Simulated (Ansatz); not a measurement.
Ideal-gas functions of `NP(O)O` at 298.15 K and 1 bar, from an Ansatz frequency run at PBE0-D4/def2-TZVP.

Molar mass 81.01 g/mol, point group C1 (symmetry number 1), electronic degeneracy 1, moments of inertia 67.216, 72.756, 112.733 u Å². Harmonic wavenumbers (cm⁻¹, unscaled): 127, 242, 277, 354, 408, 454, 534, 811, 823, 860, 944, 1013, 1049, 1575, 3540, 3671, 3864, 3871.

Use S(trans) = R[1.5 ln M + 2.5 ln T − 1.1517]; rotational temperatures θ = 24.2544 K / I; S(rot) = R[ln(√π/σ · √(T³/θAθBθC)) + 1.5]; for each mode x = 1.438777 ν̃/T, S = R[x/(eˣ − 1) − ln(1 − e⁻ˣ)] and H = RT x/(eˣ − 1); 1 cm⁻¹ = 0.0119627 kJ/mol; R = 8.31446 J/(mol·K).

By hand: the entropy, in J/(mol·K).

Translation 163.7. Rotation: θ = 0.3608, 0.3334, 0.2151 K, giving 103.5. Vibration, mode by mode: 12.51, 7.48, 6.49, 4.80, 3.91, 3.28, 2.42, 0.83, 0.79, 0.68, 0.49, 0.37, 0.32, 0.04, 0.00, 0.00, 0.00, 0.00, in all 44.4. Electronic 0.0. Sum 311.6 J/(mol·K).

By hand: H − E and G − E in kJ/mol, counted from the electronic energy.

Zero-point energy ½ × 24417 × 0.0119627 = 146.0; thermal vibration 8.1; translation, rotation and pV give 4 RT = 9.9. H − E = 164.0 kJ/mol, and G − E = 164.0 − 298.15 × 311.6/1000 = 71.1 kJ/mol.

Vibration gives 14 % of the entropy, 12.5 J/(mol·K) of it from the mode under 150 cm⁻¹: soft modes count most, and the harmonic formula is weakest for them. The sum counts one conformer and one mirror image; others add a mixing term.
